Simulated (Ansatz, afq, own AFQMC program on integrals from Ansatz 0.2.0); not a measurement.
# SiF2, singlet: AFQMC among the cluster methods

```xyz
3

F     0.1714    1.2614    0.2337
Si   -0.6080   -0.0474   -0.3373
F     0.4367   -1.2140    0.1036
```

Connectivity, by distances: F–Si–F.

Basis def2-TZVP. Only valence electrons are correlated. AFQMC by an in-house program on the Cholesky factors that Ansatz 0.2.0 writes for its CCSD(T) run. ph-AFQMC/CISD is guided by a CISD state made of CCSD amplitudes; releasing the constraint for a short imaginary time cuts its bias at the price of noise, slowly where states lie close. Error bars are statistical, one sigma.

Determinant: RHF, the one that the program's search chose, which needn't be the lowest solution. The geometry is a PBE0/def2-SVP stationary point of this or a neighbouring charge and spin state.

No full CI on the walks' own integrals is used here; CCSDT(Q) serves as the reference and is uncertain by about the last step of the cluster series.

* T1 diagnostic: 0.0152
* weight of the determinant in the CISD state: 0.858
* size of the correlated space: 18 electrons in 92 orbitals

```tsv
level	correlation energy (eV)
MP2	-16.2612
CCSD	-16.4868
CCSD(T)	-16.9993
```

(1) Estimate where AFQMC with the constraint released lies against CCSD(T) on the same integrals.

(1) 4.3 ± 0.9 kJ/mol below CCSD(T).

Reference: CCSDT(Q), correlation energy -17.035 eV. The released energy is read at 0.99 1/Eh, later times being too noisy (meV from the phaseless value at times in 1/Eh: -4 ± 8 at 0.24, -18 ± 7 at 0.51, -19 ± 10 at 0.99, -15 ± 14 at 1.50).

```csv
level,E − E(reference) (kJ/mol),share of correlation (%)
CCSD(T),3.5,99.79
CCSDT,2.5,99.85
ph-AFQMC/CISD,1.0 ± 0.6,99.94
released AFQMC,-0.9 ± 0.9,100.05
```

A walk keeps the symmetry of its determinant, which the program's search chose and which needn't be the lowest solution, so a lower state of the same spin and another symmetry isn't excluded. Released energies are given only where the last usable release times agree within the noise; a slower fall can still hide under it.
